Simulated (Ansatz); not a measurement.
A CCSD(T) single point on CH₆Al₂ (`[AlH2][CH2][AlH2]`).

```yaml
crystal:
  periodic: [false, false, false]
  atoms:
    - {symbol: Al, position_ang: [-0.769195, 0.897389, -1.195757]}
    - {symbol: C, position_ang: [0.680357, 0.065788, -0.218086]}
    - {symbol: Al, position_ang: [0.253295, -0.964198, 1.364734]}
    - {symbol: H, position_ang: [-1.506839, 0.101083, -2.355834]}
    - {symbol: H, position_ang: [-1.244270, 2.365856, -0.819099]}
    - {symbol: H, position_ang: [1.190453, -0.611957, -0.914454]}
    - {symbol: H, position_ang: [1.359807, 0.868964, 0.094442]}
    - {symbol: H, position_ang: [-0.065103, -2.515883, 1.242829]}
    - {symbol: H, position_ang: [0.189995, -0.253340, 2.784124]}
basis:
  gaussian: {orbitals: def2-TZVPP}
correlation: {method: ccsd_t}
output: {orbitals: {seedname: orbitals}}
```

```sh
$ ansatz run in.yaml --threads 2 --pin off --events-out ev --progress --plain --max-ram 4352MiB
```

Output of Ansatz, abridged:

```
Functional definition: HF
1138 factors; integrals over basis functions are off by at most 1.6e-3 eV
mean field evaluation 1: about -14288.7161 eV, gradient 3.1e1 eV
mean field evaluation 2: about -14288.8030 eV, gradient 3.1e1 eV
mean field evaluation 4: about -14291.5553 eV, gradient 2.8e0 eV
mean field evaluation 8: about -14291.5961 eV, gradient 7.2e-2 eV
mean field -14291.59615894 eV, -525.2064716491 hartree, gradient 1.4e-6 eV, S^2 0.000000; 0 other end points of the search recorded, 0 dependent functions left out
11 core orbitals not correlated: weight in the atoms' cores, before any rotation towards them, 1.000 or more for the frozen orbitals, at most 0.000 for the correlated occupied ones
reference -14291.59615894 eV, -525.2064716491 hartree; 8, 8 occupied and 180, 180 virtual orbitals, 1138 factors
second order -9.39346857 eV of doubles, -0.00000000 eV of singles
cycle   1  -10.19502755 eV  change   -8.0e-1 eV  update   7.6e-2
cycle   2  -10.56406491 eV  change   -3.7e-1 eV  update   2.5e-2
cycle   3  -10.59931444 eV  change   -3.5e-2 eV  update   8.3e-3
cycle   4  -10.59625565 eV  change    3.1e-3 eV  update   2.7e-3
cycle   5  -10.59594074 eV  change    3.1e-4 eV  update   1.0e-3
cycle   6  -10.59566712 eV  change    2.7e-4 eV  update   3.0e-4
cycle   7  -10.59562134 eV  change    4.6e-5 eV  update   1.0e-4
cycle   8  -10.59564131 eV  change   -2.0e-5 eV  update   4.2e-5
cycle   9  -10.59564234 eV  change   -1.0e-6 eV  update   1.3e-5
perturbative correction -0.35327361 eV, -0.0129825659 hartree
Total energy: -14302.54507489 eV, -525.6088368891 hartree
```

Run time 25 s (2 threads of an Arm Neoverse V2 on a shared host); peak host memory 2.1 GiB.

Correlation energy per correlated electron: -0.684 eV. T1 diagnostic: 0.0105.
